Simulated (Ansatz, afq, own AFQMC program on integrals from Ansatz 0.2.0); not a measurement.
## AlH4, doublet in 6-31G, levels against full CI

```xyz
5

Al   -0.1204    0.0003   -0.2670
H     0.9024    0.0036    3.9934
H    -0.6376   -0.0179    3.9343
H     1.4747    2.7818   -0.3797
H     1.4833   -2.7754   -0.4008
```

Basis 6-31G. Only valence electrons are correlated. AFQMC by an in-house program on the Cholesky factors that Ansatz 0.2.0 writes for its CCSD(T) run. ph-AFQMC/CISD is guided by a CISD state made of CCSD amplitudes; releasing the constraint for a short imaginary time cuts its bias at the price of noise, slowly where states lie close. ± is one standard error of the sampling.

Determinant: ROHF, the one that the program's search chose, which needn't be the lowest solution. The geometry is a point of a scan.

Full CI on the same integrals is exact in this basis and with this determinant's frozen core.

Cautions: a spin-contaminated unrestricted determinant lies lower (UHF 2.83 eV lower, ⟨S²⟩ 2.18); the search met a lower determinant of the same kind, perhaps of another symmetry (1.09 eV lower), and this one is a saddle point; strong correlation (T1 0.104, weight of the determinant 0.64, largest double 0.27); the CCSD(T) amplitudes may be one of several solutions (largest double 0.27); the CCSDT(Q) amplitudes may be one of several solutions (largest double 0.29); the CCSDTQ amplitudes may be one of several solutions (largest double 0.29); the released energies are still falling, so no released level is given (meV from the phaseless value at times in 1/Eh: -10 ± 8 at 0.24, -21 ± 7 at 0.51, -40 ± 6 at 0.99, -71 ± 7 at 1.62, -96 ± 7 at 2.40).

The T1 diagnostic is 0.1043, the weight of the determinant in the CISD state is 0.639 and the size of the correlated space is 7 electrons in 16 orbitals.

Reference: full CI, correlation energy -5.035 eV. The cautions show a poor starting determinant, so the rows tell how each method copes with it here, and full CI is the sure value.

```
        level  E − E(reference) (meV)  share of correlation (%)
           HF                  5034.8                      0.00
          MP2                  2154.9                     57.20
         CCSD                   160.1                     96.82
      CCSD(T)                    52.8                     98.95
        CCSDT                     6.3                     99.87
     CCSDT(Q)                    -0.2                    100.00
       CCSDTQ                    -0.2                    100.00
ph-AFQMC/CISD             208.4 ± 7.9                     95.86
```

CCSDT and higher add their correlation energy to the determinant of the CCSD(T) run, since their own runs factorise the integrals more tightly (a shift of under 2 meV).
